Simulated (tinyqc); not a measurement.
Worked calculation: Pariser-Parr-Pople SCF with singles CI, for the molecule Fc1cccs1 (SMILES; centres numbered as the heavy atoms are written). One step of it, computed by the program tinyqc.

Problem. Iteration 1: Fock matrix. F_rr = H_rr + P_rr gamma_rr / 2 + sum_(s != r) P_ss gamma_rs; F_rs = H_rs - P_rs gamma_rs / 2; E = tr P (H + F) / 2 + core repulsion sum_(r<s) z_r z_s gamma_rs.

P at the start, lower triangle:
```
,1F,2C,3C,4C,5C,6S
1F,1.760105
2C,0.459050,1.118793
3C,-0.300326,0.604367,1.308814
4C,0.072883,-0.186116,0.586694,1.199089
5C,0.136516,-0.217282,-0.295840,0.692172,1.231171
6S,-0.312040,0.572758,-0.132088,-0.311608,0.560435,1.382028
```

core matrix H (eV), lower triangle:
```
,1F,2C,3C,4C,5C,6S
1F,-71.798258
2C,-2.350000,-62.792315
3C,0.000000,-2.670000,-53.910392
4C,0.000000,0.000000,-2.670000,-50.760292
5C,0.000000,0.000000,0.000000,-2.670000,-53.134195
6S,0.000000,-2.260000,0.000000,0.000000,-2.260000,-59.843548
```

repulsion gamma_rs (eV), lower triangle:
```
,1F,2C,3C,4C,5C,6S
1F,21.400000
2C,8.693146,11.130000
3C,5.438981,7.552804,11.130000
4C,3.861633,5.520570,7.554850,11.130000
5C,3.861633,5.520570,5.519866,7.553862,11.130000
6S,5.471433,7.826040,5.622455,5.623872,7.828316,13.000000
```

Centres (angstrom, eV; a flat drawing with bonds scaled to 1.40 angstrom):
```
centre,x,y,core charge z,W,gamma_rr
1F,2.159000,0.000000,2,39.000000,21.400000
2C,0.759000,0.000000,1,11.160000,11.130000
3C,-0.064000,1.133000,1,11.160000,11.130000
4C,-1.395000,0.700000,1,11.160000,11.130000
5C,-1.395000,-0.700000,1,11.160000,11.130000
6S,-0.064000,-1.133000,2,22.000000,13.000000
```

Give: F; pi energy.

Solution.

F (eV), lower triangle:
```
,1F,2C,3C,4C,5C,6S
1F,-19.1742
2C,-4.3453,-7.1479
3C,0.8167,-4.9523,-4.9784
4C,-0.1407,0.5137,-4.8862,-4.1538
5C,-0.2636,0.5998,0.8165,-5.2843,-6.2083
6S,0.8537,-4.5012,0.3713,0.8762,-4.4536,-8.7341
```

pi energy = -142.5453 eV
